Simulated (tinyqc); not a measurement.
Worked calculation: LCCD on RHF in the sto-6g basis, frozen core, for H2F+, spin multiplicity 1. One step of it, computed by the program tinyqc.

Task: Orthogonalisation. S = U s U^T; canonical form X = U s^(-1/2), so that X^T S X = 1. Each column of U has its largest component positive (the first on a tie).

overlap S, lower triangle:
```
           1F 1s     1F 2s    1F 2px     1F 2py    1F 2pz     2H 1s     3H 1s
1F 1s   1.000000
1F 2s   0.232479  1.000000
1F 2px  0.000000  0.000000  1.000000
1F 2py  0.000000  0.000000  0.000000   1.000000
1F 2pz  0.000000  0.000000  0.000000   0.000000  1.000000
2H 1s   0.044722  0.416414  0.000000   0.274157  0.181980  1.000000
3H 1s   0.044722  0.416414  0.000000  -0.274157  0.181980  0.216236  1.000000
```

Give: eigenvalues of S; X.

Result:

eigenvalues of S: 0.4284  0.4894  0.9033  1.0000  1.0805  1.2944  1.8040

X:
```
              1        2        3       4        5        6       7
1F 1s   -0.3415   0.0000   0.7353  0.0000  -0.6147   0.0000  0.1720
1F 2s    1.0910   0.0000  -0.2376  0.0000  -0.2690   0.0000  0.4473
1F 2px   0.0000   0.0000   0.0000  1.0000   0.0000   0.0000  0.0000
1F 2py   0.0000   0.8644   0.0000  0.0000   0.0000   0.7000  0.0000
1F 2pz   0.4161   0.0000   0.6685  0.0000   0.6579   0.0000  0.1737
2H 1s   -0.6534  -0.8050  -0.1777  0.0000   0.1456   0.3758  0.3837
3H 1s   -0.6534   0.8050  -0.1777  0.0000   0.1456  -0.3758  0.3837
```
